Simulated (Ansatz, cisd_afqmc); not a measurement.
Species: HF, charge 1, doublet. HF+ (parent SMILES F, doublet).
B3LYP-D3(BJ)/def2-TZVP minimum from Ansatz (a quantum-chemistry and plane-wave program):
```
F
H 1 1.0165
```
Charge +1, spin multiplicity 2.

Total energies in cc-pVTZ, 7 correlated electrons, 1 frozen orbitals. UHF or UKS for unpaired electrons; spin-orbit terms are left out. Cores are frozen in correlated methods. No relativity. The Monte Carlo rows (phaseless AFQMC, CISD trial, step 0.005/hartree) carry one-sigma bars that omit the constraint's bias. Outlying blocks are dropped, and bars are widened where a walk drifts. Over all cases where full CI ran beside it in this data, AFQMC minus full CI had a median of +0.1 mEh and passed +0.4 mEh in a tenth of the cases.

| method | program | energy (Eh) | minus CCSDTQ (mEh) |
|---|---|---|---|
| HF | Ansatz | -99.53598 | 221.70 |
| MP2 | Ansatz | -99.74049 | 17.20 |
| CCSD | Ansatz | -99.75325 | 4.44 |
| CCSD(T) | Ansatz | -99.75737 | 0.31 |
| CCSDT(Q) | Ansatz | -99.75770 | -0.01 |
| CCSDTQ | Ansatz | -99.75769 | 0.00 |
| AFQMC/CISD | cisd_afqmc | -99.7575 ± 0.0001 | 0.2 ± 0.1 |

Rough core times of Ansatz's runs on a shared machine: CCSD(T) under 20 s, CCSDT(Q) 40 s, CCSDTQ 9 min.
